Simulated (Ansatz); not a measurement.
C$_{4}$H$_{7}$NO (`CN/C=C/C=O`). Charge 0, multiplicity 1.

```xyz
13

C    -0.931    0.902   -1.849
N    -0.105   -0.030   -1.127
C     0.094    0.024    0.200
C     0.706   -0.901    0.974
C     0.862   -0.648    2.381
O     1.386   -1.390    3.184
H    -0.954    1.851   -1.313
H    -1.962    0.549   -1.965
H    -0.515    1.089   -2.841
H     0.162   -0.876   -1.602
H    -0.272    0.934    0.671
H     1.087   -1.834    0.572
H     0.443    0.331    2.715
```

(1) List the harmonic frequencies (cm⁻¹, unscaled) at PBE0-D4/def2-TZVP in Ansatz. (Estimate.)

(2) Is this a minimum?

(3) Give the ideal-gas thermochemistry at 298.15 K and 1 bar (rigid rotor, harmonic oscillator; point group C1, symmetry number 1).

(4) And at 400, 500, 600, 800 and 1000 K?

Answers

(1) Ansatz gave: 72, 123, 153, 176, 346, 397, 450, 554, 623, 836, 983, 1032, 1038, 1135, 1150, 1186, 1280, 1327, 1353, 1416, 1461, 1480, 1495, 1532, 1720, 1781, 2846, 3027, 3102, 3143, 3158, 3190, 3641.

(2) Yes, all 33 modes are real.

(3) Zero-point energy 282.4 kJ/mol; H(298) − E = 303.5 kJ/mol; entropy 345.2 J/(mol·K), of which translation 164.3, rotation 110.6, vibration 70.3; G(298) − E = 200.6 kJ/mol. Modes under 100 cm⁻¹ are hindered rotations or soft bends, so the harmonic entropy is rough.

(4) 
```csv
T (K),H − E (kJ/mol),S (J/mol/K),G − E (kJ/mol)
400,315.6,379.8,163.7
500,329.8,411.5,124.1
600,346.2,441.1,81.5
800,383.9,495.2,-12.3
1000,426.8,543.0,-116.2
```
